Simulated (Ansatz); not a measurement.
**What a trial cell of CuRu₂ relaxes into**

Theory: DFT PBE, scalar-relativistic, plane waves, PAW in Ansatz 0.2.0.

The start puts CuRu₂ on the sites of a reported Li2Pt cell (P6/mmm, No. 191), with Cu in place of Pt, Ru in place of Li, at a guessed volume.

Input of the last, converged step (default PAW datasets):

```yaml
crystal:
  lattice:
    - [4.289690938, 0.0, 0.0]
    - [-2.144845469, 3.7149813267, 0.0]
    - [0.0, 0.0, 2.5910598723]
  atoms:
    - { symbol: Cu, position: [0.0, 0.0, 0.0] }
    - { symbol: Ru, position: [0.3333333333, 0.6666666667, 0.5] }
    - { symbol: Ru, position: [0.6666666667, 0.3333333333, 0.5] }
basis:
  ecutwfc: 420
kpoints:
  mp_grid: { grid: [12, 12, 18] }
hamiltonian:
  xc: pbe
scf:
  occupations: { method: gaussian, width: 0.1 }
output:
  forces: true
  stress: true
  eigenvalues: true
relax:
  adjacent_minimum: "off"
  f_tol: 0.01
  max_steps: 80
  cell: { stress_tol: 0.05 }
```

Launched as:

```bash
ansatz run input.yaml --threads 1 --pin off --max-ram 2560MiB --backend cpu --events-out ev --progress --plain --runs-dir out
```

It took 51 s on 1 thread of AMD EPYC 7R43 64-Core Processor (Zen 3), on a shared host, peak memory 0.53 GiB.

End of the output:

```
SCF converged after 8 iterations
Free energy (F): -18381.345997 eV
Harris-Foulkes:  -18381.345997 eV  (|F-HF|=0.00e0)
Internal energy: -18381.327352 eV  (E = F + TS)
E sigma→0 (E₀):  -18381.336675 eV
Entropy (-TS):   -0.018645 eV (-6.215 meV/atom)
Fermi energy:    20.040747 eV
--- Per-component energies (eV) ---
  E_band       = -506.755217
  E_kinetic    = 1328.397026
  E_local      = -6961.514012  (includes V_loc(G=0)·N_el)
  E_nonlocal   = 1077.814614
  E_hartree    = 2767.971109
  E_xc         = -469.514801
  E_vxc        = -592.441080  (∫ρ·V_xc dr)
  E_paw        = -8584.459003  (= ΣΔE_a)
  E_vpaw       = -894.953955  (= ΣTr[D̂ρ^β])
  E_aug_tail   = -0.000028  (compensation charges beyond the density's cutoff)
  E_ewald      = -7540.022256
  E_smearing   = -0.018645  (= −TS)
  E_closure    = 0.000000  (closes the sum)
  Σ components = -18381.345997   (vs F -18381.345997, Δ=0.00e0)
--- Forces (eV/Å), atoms counted from 1 ---
  atom   1  Cu     0.00000000     0.00000000     0.00000000
  atom   2  Ru     0.00000000     0.00000000     0.00000000
  atom   3  Ru     0.00000000     0.00000000     0.00000000
  max |Σ_I F_I| component: 2.31e-17 eV/Å
--- Stress (GPa, compression-positive) ---
       -0.005213       0.000000       0.000000
        0.000000      -0.005213       0.000000
        0.000000       0.000000       0.000899
  P = ⅓ Tr σ = -0.0032 GPa (-0.032 kbar)
--- Relaxed structure (4 steps of the walk, 4 accepted, 1 SCFs on fresh bases) ---
  F+E_penalty+E_count = -18381.34599727 eV   max|allowed force component| = 1.542e-16 eV/Å   (the final SCF, on the basis selected at the relaxed cell)
  cell:  # Å, volume = 41.3047 Å³
    - [4.295843, 0.0, 0.000000]
    - [-2.147922, 3.720309, 0.000000]
    - [0.000000, 0.000000, 2.584472]
  atoms:
    - { symbol: Cu, position: [0.000000, 0.000000, 0.000000] }
    - { symbol: Ru, position: [0.333333, 0.666667, 0.5] }
    - { symbol: Ru, position: [0.666667, 0.333333, 0.5] }
```

Absolute energies hang on the potentials; compare differences alone.

The result has space group P6/mmm (No. 191). Cu has 2 Cu at 2.58 Å and 12 Ru at 2.80 Å; around Ru lie 5 Ru at 2.48–2.58 Å and 6 Cu at 2.80 Å.

Against the elements it lies at 0.41 eV/atom. Formation energies are uncorrected and refer to the elements' standard structures at the same level.

The k mesh leaves about 4 meV/atom of noise in metals.

Symmetry constrained the relaxation, so the result can be a saddle point.